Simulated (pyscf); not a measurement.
Single points on ωB97X-D3(BJ)/def2-SVP structures (PySCF, gas phase).

Estimate by transition-state theory the rate constant of `[O][OH]` [doublet] + `[CH2][CH3]` [doublet] -> `[CH3][CH2][OH]` + `[O]` [triplet] (triplet surface; O–O broken, C–O formed) at 600 K, with ωB97M-D3(BJ)/def2-TZVP energies (ideal gas, 1 atm, RRHO with modes under 100 cm⁻¹ raised to 100, one conformer, R ln 2 for rigid chiral ones; no tunnelling).

The electronic barrier is 23.4 kcal/mol and the thermal terms add +23.1, so ΔG‡ = 46.6 kcal/mol. With k_BT/h = 1.25e+13 s⁻¹ and RT = 1.192 kcal/mol, and a volume of 8.18e-20 cm³ per molecule at 1 atm, k = 1.1e-23 cm³ molecule⁻¹ s⁻¹. Wigner's tunnelling factor for 1150i cm⁻¹ would be 1.32. A shift of 1 kcal/mol in the barrier changes k by a factor 2.3. On the reactant side the descent ends in a complex, 6.0 kcal/mol under the separated species and 30.8 kcal/mol under the saddle at ωB97X-D3(BJ)/def2-TZVP. •O–OH + •H₂C–CH₃ also meet on a surface of lower spin, which isn't treated here. This is the saddle that the search found; another between the same sides may lie lower. The angle at the attacked O is 168°.
